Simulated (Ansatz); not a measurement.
Relaxed structures of CH₂NS (charge +1), singlet (PBE0-D4/def2-TZVP; forces vanish, vibrations not checked; lower isomers may exist, and structures with a doubtful reference or unclear bonds are left out; Å). Ansatz 0.2.0; basis: def2-TZVPP; cores frozen in the correlated methods.

Problem. Rank them by CCSD(T) energy, lowest first, and give each one's height above the lowest. Links in brackets join atoms within 1.22 times the sum of their covalent radii (1.1 for two metals). (An estimate is asked for; the value comes from the calculation.)
A.
CH₂NS ([CH2][N][S]), total charge +1
```
5
angstrom
N -0.0312 -0.6865 -0.1639
C 0.0238 0.5237 0.1251
S -0.0968 -2.1321 -0.5090
H 0.9195 0.9168 0.6105
H -0.8248 1.1687 -0.1126
```
B.
CH₂NS ([NH][C][SH]), total charge +1
```
5
angstrom
N 0.3579 0.2156 0.1306
C 0.0436 -0.8786 0.0142
S -0.4698 -2.4499 -0.0471
H 0.6376 1.1794 0.2282
H 0.1517 -2.6572 -1.2338
```
C.
CH₂NS ([NH2][C][S]), total charge +1
```
5
angstrom
N 0.0265 0.5817 0.1388
C -0.0297 -0.6531 -0.1558
S -0.0961 -2.1115 -0.5037
H 0.8479 0.9762 0.5913
H -0.7486 1.2067 -0.0706
```

Solution. By the calculation: C (0.0 kJ/mol), B (49.3 kJ/mol), A (162.1 kJ/mol). Heights count from the lowest.

No T1 diagnostic of these runs exceeds 0.029. The T1 diagnostic is large here, which may signal multireference character or strong orbital relaxation, so CCSD(T) is less sure. The restricted Hartree–Fock reference is unstable towards an unrestricted one at one or more of these structures.

For scale, one of the runs: CCSD(T)/def2-TZVPP, 132 basis functions, launched by `ansatz run in.yaml --threads 2 --pin off --events-out ev --progress --plain --max-ram 4352MiB`. Hardware: 2 CPU threads of an Arm Neoverse V1, shared host. Wall time 7 s; peak host memory 0.63 GiB.
